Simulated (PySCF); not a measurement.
thiophene cation (C4H4S), SMILES c1ccsc1 (connectivity only; charge and spin as stated), charge +1, multiplicity 2.

Geometry optimised at B3LYP-D3(BJ)/def2-SVP. The multiplicity is an assumed one; no other spin state was optimised.

Method: TDA-ωB97X/def2-SVPD (PySCF 2.14.0).

Vertical excitations. Gas-phase values at a fixed geometry.

```csv
state,energy (eV),λ (nm),f,main pairs
root 1,1.48,838,0.002,β HOMO→LUMO 98 %
root 2,4.14,300,0.004,"α HOMO−1→LUMO 40 %, β HOMO−2→LUMO 58 %"
root 3,4.19,296,0.000,β HOMO−1→LUMO 98 %
root 4,4.40,282,0.032,"α HOMO→LUMO 77 %, β HOMO→LUMO+1 21 %"
root 5,4.88,254,0.000,β HOMO−3→LUMO 96 %
root 6,5.11,243,0.000,β HOMO−4→LUMO 96 %
root 7,5.17,240,0.001,β HOMO−5→LUMO 96 %
root 8,5.50,225,0.092,"α HOMO−1→LUMO 46 %, α HOMO→LUMO+2 18 %, β HOMO−2→LUMO 24 %"
root 9,6.46,192,0.107,"α HOMO−1→LUMO+2 19 %, α HOMO→LUMO 14 %, β HOMO→LUMO+1 62 %"
root 10,6.52,190,0.000,"α HOMO→LUMO+1 73 %, β HOMO→LUMO+2 18 %"
```
Unrestricted roots are not spin-pure.
